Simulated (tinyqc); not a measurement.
UHF in the sto-6g basis, for CH2, spin multiplicity 3, step by step (part 1 of 2). Computed by tinyqc, a small Python program that keeps every step (integrals from PySCF). Settings: charge = 0, multiplicity = 3, basis = sto-6g, energy threshold = 1e-09, iteration cap = 54, orthogonalisation = symmetric, start = atomic densities, DIIS depth = 4, method = UHF. Command: `OMP_NUM_THREADS=1 python tinyqc.py 24852 24853 out.jsonl` (the two numbers bound the seeds that draw the settings). One thread of a shared host (Intel(R) Xeon(R) Processor @ 2.60GHz), about 0.3 s of CPU time with the checks. Later iterations appear only in the table of the cycle.

## One-electron integrals

Geometry (angstrom):

| atom | x | y | z |
|---|---|---|---|
| C | 0.000000 | 0.000000 | 0.000000 |
| H | 0.000000 | 1.225000 | 0.595000 |
| H | 0.000000 | -1.225000 | 0.595000 |

Basis sto-6g: exponents (1/bohr^2) and contraction coefficients of normalised primitives:

| element | l (shell) | exponent | coefficient |
|---|---|---|---|
| C | s (1) | 742.737049 | 0.009164 |
| C | s (1) | 136.180025 | 0.049361 |
| C | s (1) | 38.098264 | 0.168538 |
| C | s (1) | 13.087782 | 0.370563 |
| C | s (1) | 5.082369 | 0.416492 |
| C | s (1) | 2.093200 | 0.130334 |
| C | s (2) | 30.497239 | -0.013253 |
| C | s (2) | 6.036200 | -0.046992 |
| C | s (2) | 1.876046 | -0.033785 |
| C | s (2) | 0.721783 | 0.250242 |
| C | s (2) | 0.313471 | 0.595117 |
| C | s (2) | 0.143687 | 0.240706 |
| C | p (3) | 30.497239 | 0.003760 |
| C | p (3) | 6.036200 | 0.037679 |
| C | p (3) | 1.876046 | 0.173897 |
| C | p (3) | 0.721783 | 0.418036 |
| C | p (3) | 0.313471 | 0.425860 |
| C | p (3) | 0.143687 | 0.101708 |
| H | s (1) | 35.523221 | 0.009164 |
| H | s (1) | 6.513144 | 0.049361 |
| H | s (1) | 1.822143 | 0.168538 |
| H | s (1) | 0.625955 | 0.370563 |
| H | s (1) | 0.243077 | 0.416492 |
| H | s (1) | 0.100112 | 0.130334 |

Overlap, kinetic and nuclear-attraction integrals over the contracted functions; the nuclear repulsion is the sum of Za Zb / Rab.

nuclear repulsion = 4.87884019 hartree

overlap S, lower triangle:
```
           1C 1s     1C 2s    1C 2px     1C 2py    1C 2pz     2H 1s     3H 1s
1C 1s   1.000000
1C 2s   0.243228  1.000000
1C 2px  0.000000  0.000000  1.000000
1C 2py  0.000000  0.000000  0.000000   1.000000
1C 2pz  0.000000  0.000000  0.000000   0.000000  1.000000
2H 1s   0.034674  0.348141  0.000000   0.328447  0.159531  1.000000
3H 1s   0.034674  0.348141  0.000000  -0.328447  0.159531  0.056930  1.000000
```

kinetic energy T (hartree), lower triangle:
```
            1C 1s     1C 2s    1C 2px     1C 2py    1C 2pz      2H 1s     3H 1s
1C 1s   16.068641
1C 2s   -0.492789  0.492405
1C 2px   0.000000  0.000000  1.479234
1C 2py   0.000000  0.000000  0.000000   1.479234
1C 2pz   0.000000  0.000000  0.000000   0.000000  1.479234
2H 1s   -0.009000  0.037443  0.000000   0.116527  0.056599   0.768522
3H 1s   -0.009000  0.037443  0.000000  -0.116527  0.056599  -0.010495  0.768522
```

nuclear attraction V (hartree), lower triangle:
```
             1C 1s      1C 2s     1C 2px     1C 2py     1C 2pz      2H 1s      3H 1s
1C 1s   -34.785103
1C 2s    -3.807446  -5.931102
1C 2px    0.000000   0.000000  -5.878166
1C 2py    0.000000   0.000000   0.000000  -6.006085
1C 2pz   -0.010006  -0.105860   0.000000   0.000000  -5.908344
2H 1s    -0.608840  -1.632512   0.000000  -1.420438  -0.705983  -3.770426
3H 1s    -0.608840  -1.632512   0.000000   1.420438  -0.705983  -0.241629  -3.770426
```

core Hamiltonian H = T + V (hartree), lower triangle:
```
             1C 1s      1C 2s     1C 2px     1C 2py     1C 2pz      2H 1s      3H 1s
1C 1s   -18.716462
1C 2s    -4.300235  -5.438696
1C 2px    0.000000   0.000000  -4.398932
1C 2py    0.000000   0.000000   0.000000  -4.526851
1C 2pz   -0.010006  -0.105860   0.000000   0.000000  -4.429110
2H 1s    -0.617840  -1.595069   0.000000  -1.303911  -0.649385  -3.001904
3H 1s    -0.617840  -1.595069   0.000000   1.303911  -0.649385  -0.252124  -3.001904
```

## Two-electron integrals

Functions are numbered as in S; the eight-fold symmetry (ij|kl) = (ji|kl) = (kl|ij) leaves the list below.

Two-electron integrals (ij|kl) in chemists' order, unique and non-zero (hartree):
```
(11|11) 3.543743    (21|11) 0.529462    (21|21) 0.100317    (22|11) 0.853596
(22|21) 0.199930    (22|22) 0.624844    (31|31) 0.021271    (32|31) 0.031868
(32|32) 0.138108    (33|11) 0.853598    (33|21) 0.199930    (33|22) 0.624843
(33|33) 0.673218    (41|41) 0.021271    (42|41) 0.031868    (42|42) 0.138108
(43|43) 0.036281    (44|11) 0.853598    (44|21) 0.199930    (44|22) 0.624843
(44|33) 0.600655    (44|44) 0.673218    (51|51) 0.021271    (52|51) 0.031868
(52|52) 0.138108    (53|53) 0.036281    (54|54) 0.036281    (55|11) 0.853598
(55|21) 0.199930    (55|22) 0.624843    (55|33) 0.600655    (55|44) 0.600655
(55|55) 0.673218    (61|11) 0.079222    (61|21) 0.014466    (61|22) 0.028420
(61|33) 0.028314    (61|41) 0.000854    (61|42) 0.001667    (61|44) 0.028571
(61|51) 0.000415    (61|52) 0.000810    (61|54) 0.000125    (61|55) 0.028374
(61|61) 0.002145    (62|11) 0.213538    (62|21) 0.050887    (62|22) 0.178188
(62|33) 0.173765    (62|41) 0.004651    (62|42) 0.032579    (62|44) 0.184501
(62|51) 0.002259    (62|52) 0.015824    (62|54) 0.005215    (62|55) 0.176298
(62|61) 0.007599    (62|62) 0.070998    (63|31) 0.005113    (63|32) 0.027085
(63|43) 0.006158    (63|53) 0.002991    (63|63) 0.007995    (64|11) 0.174931
(64|21) 0.042224    (64|22) 0.156311    (64|33) 0.148711    (64|41) 0.008359
(64|42) 0.052922    (64|44) 0.169509    (64|51) 0.001577    (64|52) 0.012549
(64|54) 0.007111    (64|55) 0.150712    (64|61) 0.006572    (64|62) 0.073696
(64|64) 0.083041    (65|11) 0.084966    (65|21) 0.020509    (65|22) 0.075923
(65|33) 0.072231    (65|41) 0.001577    (65|42) 0.012549    (65|44) 0.076351
(65|51) 0.005879    (65|52) 0.033180    (65|54) 0.008159    (65|55) 0.079185
(65|61) 0.003192    (65|62) 0.035795    (65|64) 0.036451    (65|65) 0.025700
(66|11) 0.385605    (66|21) 0.093618    (66|22) 0.373508    (66|33) 0.355013
(66|41) 0.009682    (66|42) 0.093295    (66|44) 0.399905    (66|51) 0.004703
(66|52) 0.045315    (66|54) 0.021804    (66|55) 0.365604    (66|61) 0.014144
(66|62) 0.198252    (66|64) 0.226043    (66|65) 0.109793    (66|66) 0.774999
(71|11) 0.079222    (71|21) 0.014466    (71|22) 0.028420    (71|33) 0.028314
(71|41) -0.000854   (71|42) -0.001667   (71|44) 0.028571    (71|51) 0.000415
(71|52) 0.000810    (71|54) -0.000125   (71|55) 0.028374    (71|61) 0.002070
(71|62) 0.007041    (71|64) 0.005601    (71|65) 0.002968    (71|66) 0.012903
(71|71) 0.002145    (72|11) 0.213538    (72|21) 0.050887    (72|22) 0.178188
(72|33) 0.173765    (72|41) -0.004651   (72|42) -0.032579   (72|44) 0.184501
(72|51) 0.002259    (72|52) 0.015824    (72|54) -0.005215   (72|55) 0.176298
(72|61) 0.007041    (72|62) 0.046644    (72|64) 0.035955    (72|65) 0.022891
(72|66) 0.097878    (72|71) 0.007599    (72|72) 0.070998    (73|31) 0.005113
(73|32) 0.027085    (73|43) -0.006158   (73|53) 0.002991    (73|63) 0.004752
(73|73) 0.007995    (74|11) -0.174931   (74|21) -0.042224   (74|22) -0.156311
(74|33) -0.148711   (74|41) 0.008359    (74|42) 0.052922    (74|44) -0.169509
(74|51) -0.001577   (74|52) -0.012549   (74|54) 0.007111    (74|55) -0.150712
(74|61) -0.005601   (74|62) -0.035955   (74|64) -0.023997   (74|65) -0.017363
(74|66) -0.073075   (74|71) -0.006572   (74|72) -0.073696   (74|74) 0.083041
(75|11) 0.084966    (75|21) 0.020509    (75|22) 0.075923    (75|33) 0.072231
(75|41) -0.001577   (75|42) -0.012549   (75|44) 0.076351    (75|51) 0.005879
(75|52) 0.033180    (75|54) -0.008159   (75|55) 0.079185    (75|61) 0.002968
(75|62) 0.022891    (75|64) 0.017363    (75|65) 0.015749    (75|66) 0.050324
(75|71) 0.003192    (75|72) 0.035795    (75|74) -0.036451   (75|75) 0.025700
(76|11) 0.031127    (76|21) 0.007435    (76|22) 0.026839    (76|33) 0.026202
(76|44) 0.027093    (76|51) 0.000560    (76|52) 0.004141    (76|55) 0.027221
(76|61) 0.001075    (76|62) 0.009178    (76|64) 0.008406    (76|65) 0.005091
(76|66) 0.023576    (76|71) 0.001075    (76|72) 0.009178    (76|74) -0.008406
(76|75) 0.005091    (76|76) 0.001505    (77|11) 0.385605    (77|21) 0.093618
(77|22) 0.373508    (77|33) 0.355013    (77|41) -0.009682   (77|42) -0.093295
(77|44) 0.399905    (77|51) 0.004703    (77|52) 0.045315    (77|54) -0.021804
(77|55) 0.365604    (77|61) 0.012903    (77|62) 0.097878    (77|64) 0.073075
(77|65) 0.050324    (77|66) 0.215845    (77|71) 0.014144    (77|72) 0.198252
(77|74) -0.226043   (77|75) 0.109793    (77|76) 0.023576    (77|77) 0.774999
```

## Orthogonalisation

S = U s U^T; symmetric (Loewdin) form X = U s^(-1/2) U^T, so that X^T S X = 1.

eigenvalues of S: 0.453791  0.506169  0.892253  1.000000  1.081266  1.436901  1.629620

X, lower triangle:
```
            1C 1s      1C 2s    1C 2px     1C 2py     1C 2pz      2H 1s     3H 1s
1C 1s    1.024811
1C 2s   -0.139054   1.138941
1C 2px   0.000000   0.000000  1.000000
1C 2py   0.000000   0.000000  0.000000   1.102427
1C 2pz  -0.005662   0.051735  0.000000   0.000000   1.023126
2H 1s    0.019033  -0.209194  0.000000  -0.201620  -0.093883   1.119333
3H 1s    0.019033  -0.209194  0.000000   0.201620  -0.093883  -0.018041  1.119333
```

## Starting guess

The start is atomic minimal-basis densities projected into this basis (PySCF's MINAO start) and scaled to the electron count of each spin; this density is not idempotent, so its energy is not variational and may lie below the converged one.

D(alpha) at the start, lower triangle:
```
            1C 1s      1C 2s    1C 2px     1C 2py    1C 2pz     2H 1s     3H 1s
1C 1s    1.336126
1C 2s   -0.315300   1.301519
1C 2px   0.000000   0.000000  0.411472
1C 2py   0.000000   0.000000  0.000000   0.373141
1C 2pz   0.004397  -0.017843  0.000000   0.000000  0.402655
2H 1s   -0.011718   0.053291  0.000000   0.035050  0.014808  0.599526
3H 1s   -0.011718   0.053291  0.000000  -0.035050  0.014808  0.011674  0.599526
```

D(beta) at the start, lower triangle:
```
            1C 1s      1C 2s    1C 2px     1C 2py    1C 2pz     2H 1s     3H 1s
1C 1s    0.801676
1C 2s   -0.189180   0.780912
1C 2px   0.000000   0.000000  0.246883
1C 2py   0.000000   0.000000  0.000000   0.223884
1C 2pz   0.002638  -0.010706  0.000000   0.000000  0.241593
2H 1s   -0.007031   0.031975  0.000000   0.021030  0.008885  0.359716
3H 1s   -0.007031   0.031975  0.000000  -0.021030  0.008885  0.007004  0.359716
```

## Iteration 1: building the Fock matrix

J_ij = sum D_kl (ij|kl) with D = D(alpha) + D(beta), K_ij = sum D_kl (ik|jl) for each spin; F = H + J - K(s); E = tr D H + tr D J / 2 - 0.5 sum_s tr D(s) K(s) + E_nn.

Coulomb J (hartree), lower triangle:
```
            1C 1s     1C 2s    1C 2px     1C 2py    1C 2pz     2H 1s     3H 1s
1C 1s   11.295812
1C 2s    2.034373  4.929735
1C 2px   0.000000  0.000000  4.892500
1C 2py   0.000000  0.000000  0.000000   4.982905
1C 2pz   0.009173  0.090949  0.000000   0.000000  4.913800
2H 1s    0.297866  1.432478  0.000000   1.272419  0.632950  3.255152
3H 1s    0.297866  1.432478  0.000000  -1.272419  0.632950  0.216368  3.255152
```

exchange K(alpha) (hartree), lower triangle:
```
           1C 1s     1C 2s    1C 2px     1C 2py    1C 2pz     2H 1s     3H 1s
1C 1s   4.558965
1C 2s   0.717626  1.112500
1C 2px  0.000000  0.000000  0.509504
1C 2py  0.000000  0.000000  0.000000   0.602904
1C 2pz  0.005013  0.047555  0.000000   0.000000  0.531431
2H 1s   0.118814  0.427000  0.000000   0.264318  0.135379  0.640350
3H 1s   0.118814  0.427000  0.000000  -0.264318  0.135379  0.096582  0.640350
```

exchange K(beta) (hartree), lower triangle:
```
           1C 1s     1C 2s    1C 2px     1C 2py    1C 2pz     2H 1s     3H 1s
1C 1s   2.735379
1C 2s   0.430576  0.667500
1C 2px  0.000000  0.000000  0.305703
1C 2py  0.000000  0.000000  0.000000   0.361742
1C 2pz  0.003008  0.028533  0.000000   0.000000  0.318859
2H 1s   0.071289  0.256200  0.000000   0.158591  0.081227  0.384210
3H 1s   0.071289  0.256200  0.000000  -0.158591  0.081227  0.057949  0.384210
```

F(alpha) (hartree), lower triangle:
```
             1C 1s      1C 2s     1C 2px     1C 2py     1C 2pz      2H 1s      3H 1s
1C 1s   -11.979615
1C 2s    -2.983488  -1.621461
1C 2px    0.000000   0.000000  -0.015936
1C 2py    0.000000   0.000000   0.000000  -0.146850
1C 2pz   -0.005846  -0.062466   0.000000   0.000000  -0.046741
2H 1s    -0.438788  -0.589591   0.000000  -0.295810  -0.151813  -0.387102
3H 1s    -0.438788  -0.589591   0.000000   0.295810  -0.151813  -0.132338  -0.387102
```

F(beta) (hartree), lower triangle:
```
             1C 1s      1C 2s    1C 2px     1C 2py     1C 2pz      2H 1s      3H 1s
1C 1s   -10.156029
1C 2s    -2.696438  -1.176461
1C 2px    0.000000   0.000000  0.187866
1C 2py    0.000000   0.000000  0.000000   0.094311
1C 2pz   -0.003841  -0.043443  0.000000   0.000000   0.165831
2H 1s    -0.391262  -0.418791  0.000000  -0.190083  -0.097662  -0.130962
3H 1s    -0.391262  -0.418791  0.000000   0.190083  -0.097662  -0.093705  -0.130962
```

total energy of this density = -38.66667190 hartree

This density is the starting one; it is not idempotent, so its energy is not variational and may lie below the converged one.

## Iteration 1: diagonalisation and new density

Diagonalise F' = X^T F X, C = X C', fill 5 alpha and 3 beta electrons from the bottom; D(s) = C_occ C_occ^T. Each column has its largest component positive (the first on a tie).

F' = X^T F X (alpha) (hartree), lower triangle:
```
            1          2          3          4          5          6          7
1  -11.790807
2   -1.441443  -0.925405
3    0.000000   0.000000  -0.015936
4    0.000000   0.000000   0.000000   0.063814
5   -0.012556   0.033541   0.000000   0.000000   0.001245
6   -0.043630  -0.341311   0.000000  -0.303895  -0.142060  -0.119807
7   -0.043630  -0.341311   0.000000   0.303895  -0.142060  -0.049637  -0.119807
```

orbital energies (alpha) (hartree): MO1 -11.980087, MO2 -1.007573, MO3 -0.438140, MO4 -0.145362, MO5 -0.015936, MO6 0.248610, MO7 0.431784

coefficients C (alpha):
```
              MO1        MO2        MO3        MO4       MO5        MO6        MO7
1C 1s    0.998329  -0.225944   0.000000   0.100377  0.000000  -0.111993   0.000000
1C 2s    0.006832   0.845577   0.000000  -0.521525  0.000000   0.647833   0.000000
1C 2px   0.000000   0.000000   0.000000   0.000000  1.000000   0.000000   0.000000
1C 2py   0.000000   0.000000   0.500403   0.000000  0.000000   0.000000   1.022860
1C 2pz   0.000577   0.049843   0.000000   0.714365  0.000000   0.744528   0.000000
2H 1s   -0.000175   0.202097   0.479784   0.398224  0.000000  -0.678185  -0.676216
3H 1s   -0.000175   0.202097  -0.479784   0.398224  0.000000  -0.678185   0.676216
```

F' = X^T F X (beta) (hartree), lower triangle:
```
           1          2         3          4          5          6         7
1  -9.946713
2  -1.436806  -0.534831
3   0.000000   0.000000  0.187866
4   0.000000   0.000000  0.000000   0.280591
5  -0.015980   0.039466  0.000000   0.000000   0.208008
6  -0.025420  -0.282005  0.000000  -0.266212  -0.123525   0.093506
7  -0.025420  -0.282005  0.000000   0.266212  -0.123525  -0.040322  0.093506
```

orbital energies (beta) (hartree): MO1 -10.162055, MO2 -0.569475, MO3 -0.176356, MO4 0.080796, MO5 0.187866, MO6 0.430382, MO7 0.590775

coefficients C (beta):
```
              MO1        MO2        MO3        MO4       MO5        MO6        MO7
1C 1s    0.993151  -0.232631   0.000000   0.114845  0.000000  -0.129133   0.000000
1C 2s    0.028330   0.801884   0.000000  -0.544792  0.000000   0.682719   0.000000
1C 2px   0.000000   0.000000   0.000000   0.000000  1.000000   0.000000   0.000000
1C 2py   0.000000   0.000000   0.480948   0.000000  0.000000   0.000000   1.032151
1C 2pz   0.001968   0.050620   0.000000   0.720844  0.000000   0.738201   0.000000
2H 1s   -0.005014   0.240600   0.492501   0.382282  0.000000  -0.674765  -0.667011
3H 1s   -0.005014   0.240600  -0.492501   0.382282  0.000000  -0.674765   0.667011
```

D(alpha) after iteration 1, lower triangle:
```
            1C 1s      1C 2s    1C 2px     1C 2py    1C 2pz      2H 1s     3H 1s
1C 1s    1.057787
1C 2s   -0.236582   0.987035
1C 2px   0.000000   0.000000  1.000000
1C 2py   0.000000   0.000000  0.000000   0.250403
1C 2pz   0.061020  -0.330409  0.000000   0.000000  0.512802
2H 1s   -0.005865  -0.036797  0.000000   0.240085  0.294550   0.429618
3H 1s   -0.005865  -0.036797  0.000000  -0.240085  0.294550  -0.030767  0.429618
```

D(beta) after iteration 1, lower triangle:
```
            1C 1s     1C 2s    1C 2px     1C 2py    1C 2pz      2H 1s     3H 1s
1C 1s    1.040465
1C 2s   -0.158407  0.643820
1C 2px   0.000000  0.000000  0.000000
1C 2py   0.000000  0.000000  0.000000   0.231311
1C 2pz  -0.009822  0.040647  0.000000   0.000000  0.002566
2H 1s   -0.060950  0.192791  0.000000   0.236867  0.012169   0.300470
3H 1s   -0.060950  0.192791  0.000000  -0.236867  0.012169  -0.184643  0.300470
```

## Iteration 2: building the Fock matrix

As before.

Coulomb J (hartree), lower triangle:
```
            1C 1s     1C 2s    1C 2px     1C 2py    1C 2pz     2H 1s     3H 1s
1C 1s   11.213891
1C 2s    2.024131  4.928787
1C 2px   0.000000  0.000000  4.904556
1C 2py   0.000000  0.000000  0.000000   4.983477
1C 2pz   0.001855  0.061918  0.000000   0.000000  4.898329
2H 1s    0.296100  1.430608  0.000000   1.272001  0.626043  3.240144
3H 1s    0.296100  1.430608  0.000000  -1.272001  0.626043  0.215646  3.240144
```

exchange K(alpha) (hartree), lower triangle:
```
            1C 1s      1C 2s    1C 2px     1C 2py    1C 2pz     2H 1s     3H 1s
1C 1s    3.633563
1C 2s    0.590334   0.952413
1C 2px   0.000000   0.000000  0.856556
1C 2py   0.000000   0.000000  0.000000   0.603209
1C 2pz  -0.002219  -0.083679  0.000000   0.000000  0.651556
2H 1s    0.093299   0.330153  0.000000   0.296443  0.174924  0.576341
3H 1s    0.093299   0.330153  0.000000  -0.296443  0.174924  0.044072  0.576341
```

exchange K(beta) (hartree), lower triangle:
```
           1C 1s     1C 2s    1C 2px     1C 2py    1C 2pz     2H 1s     3H 1s
1C 1s   3.582157
1C 2s   0.543772  0.657707
1C 2px  0.000000  0.000000  0.138108
1C 2py  0.000000  0.000000  0.000000   0.515257
1C 2pz  0.001103  0.087907  0.000000   0.000000  0.156440
2H 1s   0.082410  0.300782  0.000000   0.276904  0.079570  0.476290
3H 1s   0.082410  0.300782  0.000000  -0.276904  0.079570  0.010569  0.476290
```

F(alpha) (hartree), lower triangle:
```
             1C 1s      1C 2s     1C 2px     1C 2py     1C 2pz      2H 1s      3H 1s
1C 1s   -11.136135
1C 2s    -2.866437  -1.462322
1C 2px    0.000000   0.000000  -0.350931
1C 2py    0.000000   0.000000   0.000000  -0.146584
1C 2pz   -0.005932   0.039737   0.000000   0.000000  -0.182338
2H 1s    -0.415039  -0.494613   0.000000  -0.328353  -0.198265  -0.338101
3H 1s    -0.415039  -0.494613   0.000000   0.328353  -0.198265  -0.080550  -0.338101
```

F(beta) (hartree), lower triangle:
```
             1C 1s      1C 2s    1C 2px     1C 2py     1C 2pz      2H 1s      3H 1s
1C 1s   -11.084729
1C 2s    -2.819876  -1.167616
1C 2px    0.000000   0.000000  0.367516
1C 2py    0.000000   0.000000  0.000000  -0.058631
1C 2pz   -0.009254  -0.131849  0.000000   0.000000   0.312779
2H 1s    -0.404150  -0.465243  0.000000  -0.308813  -0.102911  -0.238050
3H 1s    -0.404150  -0.465243  0.000000   0.308813  -0.102911  -0.047047  -0.238050
```

total energy of this density = -38.70156778 hartree
